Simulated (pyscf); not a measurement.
Optimised with ωB97X-D3(BJ)/def2-SVP in PySCF. Correlated levels are frozen-core, on RHF or UHF. ΔMP2 is the change of the MP2 total energy from the triple- to the quadruple-zeta basis.

SMILES: [Cl][GaH][Cl]
```xyz
4

Cl     1.9651     0.3042    -1.2311
Ga     0.4892    -0.2908     0.1863
Cl     1.1799    -0.4331     2.1972
H     -0.9705    -0.5945    -0.2129
```

Task: What are the homolytic bond dissociation enthalpies (298 K) of Cl–GaH–Cl at CCSD(T)/def2-TZVPP + ΔMP2(QZVPP), weakest first?

Result: Ga–H to [Cl–Ga–Cl]• + H•: 80.4 kcal/mol; Cl–Ga to Cl• + [Cl–GaH]•: 104.4 kcal/mol. Ring and multiple bonds, and those that leave no two simple radicals, are not listed. The radicals are drawn with the spin at the cut bond; how far it spreads was not checked. The CCSD(T) − MP2 part came from Ansatz, without density fitting, on the same reference. The frozen core leaves the outer d or s,p core shells of the metals and heavy elements correlated in the MP2 and CC values, and def2-TZVPP describes them poorly, which can shift differences by a few kcal/mol. Left out: the spin-orbit lowering of Cl. Elements up to Kr have no core potential and no relativistic terms here.
